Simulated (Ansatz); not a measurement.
Process, species as SMILES: [O]N=O → O=N[O-] (an electron is taken up)
B3LYP-D3(BJ)/def2-TZVP geometries, fixed; electronic energies without zero-point terms; positive where energy is released.
Largest species:
```xyz
3

N      0.0007    -0.0065     0.3208
O      0.0274     1.0999    -0.1182
O     -0.0281    -1.0942    -0.1625
```
Charge 0, spin multiplicity 2.

Basis-set convergence of the adiabatic electron affinity at PBE with Ansatz (a program for electronic structure). All functions are spherical. The program fits the integrals of some runs and decomposes those of others, by size. Open shells are unrestricted. No added dispersion term, no relativity. Functions are those of the species that has most. Reference: the value in aug-pcseg-3, 1.988 eV, itself unsure by roughly 0.011 eV (its mean distance from aug-cc-pVQZ, def2-QZVPPD). Deviations are taken from unrounded values.

```tsv
basis	functions	adiabatic electron affinity (eV)	minus reference (eV)
6-31G	27	1.370	-0.619
pcseg-0	27	1.322	-0.666
cc-pVDZ	42	0.763	-1.226
6-311+G**	66	2.043	0.054
def2-SVPD	66	1.971	-0.017
pcseg-2	90	1.804	-0.184
jun-cc-pV(T+d)Z	117	1.994	0.006
def2-QZVPPD	195	1.969	-0.019
cc-pV5Z	273	1.816	-0.172
```

The smallest set listed that lies within 0.1 eV of the reference with all its larger relatives (same family, alike in diffuse functions; a set with none counts only in the reference's own line) is 6-311+G** (66 functions, 0.054 eV off), level with def2-SVPD. (Relatives not listed, tested too: 6-311++G(2d,2p) 0.020, 6-311++G(3df,3pd) -0.026, def2-TZVPD -0.031, def2-TZVPPD -0.031, aug-cc-pVTZ 0.006, aug-cc-pVQZ -0.003 eV.)
